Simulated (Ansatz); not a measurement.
Basis-set extrapolation for C₇H₁₆, SMILES `CCC(CC)CC` (PBE0-D4/def2-TZVP geometry, frozen core, the Gaussian-basis code of Ansatz). Multiplicity 1, RHF reference.

|  | def2-TZVPP | def2-QZVPP |
| --- | --- | --- |
| HF | -274.497245 | -274.510312 |
| MP2 correlation | -1.246459 | -1.322764 |
| CCSD(T) correlation | -1.378754 | not run |

Energies in hartree. Use E(X) = E(∞) + A·exp(−7.88·√X) for Hartree–Fock and E(X) = E(∞) + B·X^(−2.97) for correlation, with X = 3 and 4, and add CCSD(T) minus MP2 of the smaller set to the MP2 limit.

Task: What is the CCSD(T) energy at the basis-set limit?

Result: HF limit: -274.510312 + (-0.013067) × 0.13774 = -274.51211. MP2 limit: -1.322764 + (-0.076305) × 0.74074 = -1.37929. Higher-order term: -1.378754 − (-1.246459) = -0.13230. Total: -276.02370 hartree, 387.8 kJ/mol below CCSD(T)/def2-TZVPP.
